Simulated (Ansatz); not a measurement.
Cohesive energy (eV/atom) of 26 elemental solids other than molecular ones, computed with r²SCAN (Ansatz, an electronic-structure program, plane waves, PAW) and with HSE06 in Ansatz (plane waves, PAW). The set holds measured phases with no doubt noted on the run or the magnetic state but for the caveats below. 24 more of the class have both values but aren't in it, for one of these reasons: built or high-temperature cells, doubts on the run or the magnetic state, unlike cells, values of zero, layered or molecular crystals. Solids without a value at one level (not run, failed, or a magnetic order lost), or held back for tests, aren't counted.

All rows, in order of the shift (worked out from unrounded values):

```csv
solid,r²SCAN,HSE06,shift (eV/atom)
fcc Cu,3.89,3.08,-0.81
fcc Au,3.43,2.92,-0.51
fcc Ag,2.87,2.38,-0.49
hcp Lu,4.30,4.00,-0.30
hcp Zn,1.47,1.18,-0.29
fcc Ca,2.08,1.81,-0.28
bcc Ba,2.04,1.77,-0.27
fcc Sr,1.79,1.57,-0.22
hcp Cd,1.07,0.87,-0.20
α-phase Ga,2.84,2.64,-0.20
hcp Mg,1.71,1.52,-0.19
fcc Al,3.59,3.42,-0.17
diamond-structure Ge,3.88,3.72,-0.16
hcp Tl,2.09,1.97,-0.11
hcp Be,3.80,3.70,-0.10
grey tin (α-Sn),3.26,3.16,-0.10
diamond-structure Si,4.67,4.58,-0.09
body-centred tetragonal In,2.40,2.32,-0.08
bcc Na,1.08,1.04,-0.03
fcc Pb,2.82,2.79,-0.03
bcc Li,1.58,1.55,-0.02
bcc K,0.85,0.84,-0.01
bcc Rb,0.75,0.75,0.00
bcc Cs,0.68,0.69,+0.01
α-phase B,6.19,6.21,+0.02
diamond,7.50,7.64,+0.14
```

The shift from r²SCAN to HSE06 has a median of -0.13 eV/atom, and eight in ten lie between -0.40 eV/atom and 0.00 eV/atom; HSE06 is the larger in 3 of 26.

Ansatz's runs of these crystals have no spin polarisation.

Spin–orbit coupling is left out, also for the solids with elements from indium on (body-centred tetragonal In, bcc Ba, grey tin (α-Sn), hcp Tl, bcc Cs, fcc Pb, hcp Lu, fcc Au); its size isn't shown.

Free atoms are spin-polarised, in the lowest state found; at levels without +SOC their spin–orbit coupling is left out. Each level is taken at its own relaxed cell. Ansatz's density-functional and Hartree–Fock values are scalar-relativistic unless marked +SOC, with PAW data made under PBE.
